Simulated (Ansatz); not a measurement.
**NS⁺, triplet: the ladder up to full CI**

Geometry: a PBE0/def2-TZVP stationary point for this spin. The singlet lies 3.0 eV lower here.

```xyz
2

N     0.0000    0.0000    0.0000
S     0.0000    0.0000    1.5946
```

Basis 6-31G; Ansatz 0.2.0. Correlated methods freeze the noble-gas cores, which leaves 10 electrons in 16 orbitals. R marks a restricted (for open shells ROHF) determinant, U an unrestricted one. Active spaces: valence = (10e, 8o) chosen from the atoms' valence shells.

Full CI is exact within this basis and frozen core; it isn't the basis-set limit. The frozen core follows each run's orbitals, which can shift R against U totals by a few meV.

Unrestricted rows (U) aren't spin-pure: their determinants' ⟨S²⟩ exceeds S(S+1) by up to 0.58, so they mix in states of higher spin. For open shells CISD and CISDTQ are restricted-active-space CI with the open shells as a complete middle space. The determinant fills πx and πy unequally, so it is a mixture of Σ and Δ, which weighs on every level built on one determinant.

```
UHF ⟨S²⟩                          : 2.581
T1 diagnostic (RCCSD)             : 0.0373
largest doubles amplitude (RCCSD) : 0.388
T1 diagnostic (UCCSD)             : 0.0969
```

```
                   level  E − E(full CI) (meV)  share of correlation (%)  wall time
                     RHF                  5030                      0.00          –
                     UHF                  4530                      9.95          –
                    RMP2                  1281                     74.53          –
                    UMP2                  1992                     60.40          –
                    CISD                   820                     83.69      7.1 s
                  RCCSD*                   587                     88.32          –
                  UCCSD*                   528                     89.50          –
               RCCSD(T)*                   226                     95.51       15 s
               UCCSD(T)*                   202                     95.98       19 s
                BCCD(T)*                   229                     95.44       22 s
                 RCCSDT*                    42                     99.16          –
                 UCCSDT*                    29                     99.42          –
                  CISDTQ                    23                     99.54       20 s
              RCCSDT(Q)*                   -33                    100.66       36 s
              UCCSDT(Q)*                   -49                    100.97       36 s
                RCCSDTQ*                     4                     99.93    2.9 min
                UCCSDTQ*                     3                     99.95    3.1 min
  CASSCF (valence space)                  1571                     68.77          –
  NEVPT2 (valence space)                   368                     92.69      9.5 s
  MRCISD (valence space)                    55                     98.91          –
MRCISD+Q (valence space)                    16                     99.68       12 s
```

An asterisk marks runs whose energy the program itself flagged as in doubt.

The correlation energy at full CI, counted from RHF, is -5.030 eV. That run took 2.3 min on 1 thread of Intel Xeon, shared host over 4,777,056 determinants.

Times hold each run's SCF and search for its determinant on a shared host, so for small cases they say little of a method's own cost; they ran on 1 thread of Intel Xeon.

More than 5 meV below full CI, which no variational method can be: RCCSDT(Q), UCCSDT(Q).

The full-CI state has the irrep A1 of C2v, in the program's axes (one component, if the state is degenerate).

Natural occupations of full CI about the gap: 1.989 1.976 1.944 1.420 1.420 0.578 0.578 0.057 0.011 0.006; effectively unpaired electrons, Σ n²(2−n)², 2.74. No single determinant describes this state well, so single-reference rows can miss without a flag.
